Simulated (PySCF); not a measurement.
## Electric properties by functional and basis

C5H8.
Bonds: C1–C2 (double), C2–C3, C3–C4 (double), C3–C5. Hydrogens: H6, H7 on C1; H8 on C2; H9, H10 on C4; H11, H12, H13 on C5.

PySCF, dipoles from the SCF density, polarisabilities from static response with core orbitals frozen. The structure is a single PBE0-D3(BJ)/def2-SVP conformer in the gas phase; no vibrational or solvent corrections.

**Question.** How do dipole and polarisability depend on functional and basis here?

**Answer.** 

```csv
level,μ (D),α (Å³),anisotropy (Å³)
LDA/def2-SVPD,0.315,10.20,6.64
PBE/def2-SVPD,0.290,10.08,6.65
B3LYP/def2-SVPD,0.271,9.95,6.66
PBE0/def2-SVPD,0.276,9.84,6.57
BHandHLYP/def2-SVPD,0.260,9.76,6.66
CAM-B3LYP/def2-SVPD,0.268,9.81,6.54
wB97X-D/def2-SVPD,0.279,9.84,6.48
LC-wPBE/def2-SVPD,0.264,9.53,6.31
HF/def2-SVPD,0.253,9.70,6.91
PBE0/6-31G*,0.238,8.02,7.69
PBE0/def2-SVP,0.280,8.51,7.41
PBE0/def2-TZVP,0.273,9.59,7.02
```

The anisotropy is √(½[(α1 − α2)² + (α2 − α3)² + (α3 − α1)²]). The dipole runs from 0.24 D (PBE0/6-31G*) to 0.32 D (LDA/def2-SVPD). No reference polarisability is at hand; against PBE0 in the largest diffuse basis at hand (def2-SVPD) the other PBE0 rows deviate by 6-31G* -18%, def2-SVP -14%, def2-TZVP -3%. In one basis (def2-SVPD) the functionals order the polarisability from LC-wPBE (lowest) to LDA (highest), a spread of 7%. With PBE0 the polarisability is 8.71 Å³ without diffuse functions (mean of 6-31G*, def2-SVP and def2-TZVP) and 9.84 Å³ with them (def2-SVPD).
